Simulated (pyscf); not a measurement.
Thermochemistry of product channels of `[GeH3]` [doublet] + `[CH2]=[CH2]` on the doublet surface, in kcal/mol, from ωB97M-D3(BJ)/def2-TZVP energies (ideal gas, 1 atm, RRHO with modes under 100 cm⁻¹ raised to 100, one conformer, R ln 2 for chiral ones without a mode under 150 cm⁻¹). Optimised with ωB97X-D3(BJ)/def2-SVP in PySCF.

```json
[
 {"products": "`[CH3][CH][GeH3]` [doublet]", "ΔE": "-13.5", "ΔH(298 K)": "-12.1", "ΔG(298 K)": "-3.2", "ΔG(900 K)": "+13.7"},
 {"products": "`[GeH4]` + `[CH]=[CH2]` [doublet]", "ΔE": "+28.9", "ΔH(298 K)": "+26.0", "ΔG(298 K)": "+25.9", "ΔG(900 K)": "+25.1"},
 {"products": "`[CH3][CH2][GeH2]` [doublet]", "ΔE": "-29.8", "ΔH(298 K)": "-25.6", "ΔG(298 K)": "-16.0", "ΔG(900 K)": "+2.8"},
 {"products": "`[CH2]=[CH][GeH2]` [doublet] + `[H][H]`", "ΔE": "+7.7", "ΔH(298 K)": "+5.2", "ΔG(298 K)": "+6.1", "ΔG(900 K)": "+6.0"},
 {"products": "`[CH2][CH2][GeH3]` [doublet]", "ΔE": "-13.2", "ΔH(298 K)": "-12.3", "ΔG(298 K)": "-3.0", "ΔG(900 K)": "+14.6"}
]
```

The channel to H₃C–CH•–GeH₃ turns unfavourable between 298 and 1200 K (ΔG from -3.2 kcal/mol to +21.6 kcal/mol). The channel to H₃C–CH₂–GeH₂• turns unfavourable between 298 and 1200 K (ΔG from -16.0 kcal/mol to +11.8 kcal/mol). The channel to •H₂C–CH₂–GeH₃ turns unfavourable between 298 and 1200 K (ΔG from -3.0 kcal/mol to +22.6 kcal/mol).

These are energies of the channels, which say nothing of barriers. H₃C–CH•–GeH₃ lies 24.7 kcal/mol over its isomer H₃C–GeH•–CH₃ (electronic energy, ωB97M-D3(BJ)/def2-TZVP). H₃C–CH₂–GeH₂• lies 8.5 kcal/mol over its isomer H₃C–GeH•–CH₃ (electronic energy, ωB97M-D3(BJ)/def2-TZVP). Elements up to Kr have no core potential and no relativistic terms here.
